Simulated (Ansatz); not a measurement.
`BB[SiH3]` + HCl → `[SiH3]BCl` + BH₃ at 400 K and 1 bar (cleavage of the B–B bond).

Calculated with Ansatz (gas phase, PBE0-D4/def2-TZVP geometries, no zero-point term in ΔE). CBS: MP2 limit from def2 TZ/QZ plus the TZ coupled-cluster correction, frozen cores. This one scheme is used for every species.

```tsv
species	CCSD(T)/CBS energy (Eh)	H − E (kJ/mol)	S (J/(mol·K))
`BB[SiH3]`	-342.20223	174.7	345.0
HCl	-460.38127	29.6	195.4
`[SiH3]BCl`	-776.06195	123.7	335.4
BH₃	-26.55200	82.6	199.4
```

H − E and S are ideal-gas, rigid-rotor, harmonic terms from PBE0-D4/def2-TZVP. 1 Eh = 2625.50 kJ/mol, R = 8.31446 J/(mol·K).

Question: By hand: ΔE, ΔH, ΔS and ΔG.

Answer: ΔE = (-776.06195) + (-26.55200) − (-342.20223) − (-460.38127) = -0.03045 Eh = -79.9 kJ/mol. Δ(H − E) = 123.7 + 82.6 − 174.7 − 29.6 = 2.0, so ΔH = -77.9 kJ/mol. ΔS = 335.4 + 199.4 − 345.0 − 195.4 = -5.6 J/(mol·K). ΔG = -77.9 − 400 × (-5.6)/1000 = -75.7 kJ/mol.

Question: By hand: the equilibrium constant, and the temperature at which ΔG would vanish if ΔH and ΔS stayed fixed.

Answer: log₁₀ K = −ΔG/(RT ln 10) = 9.9. ΔG = 0 at ΔH/ΔS = 13911 K, far beyond where these terms or the molecules hold.

The number of gas molecules stays the same, so ΔS is small and ΔH decides. A doubt of 5 kJ/mol in ΔE shifts log₁₀ K by 0.7 here. Modes under 60 cm⁻¹, often nearly free rotors, make the harmonic entropy too high. These are equilibria of isolated gas molecules and say nothing of rates. Largest T1 diagnostic: 0.015 (customary marks: 0.02 for closed shells, 0.045 for open ones).
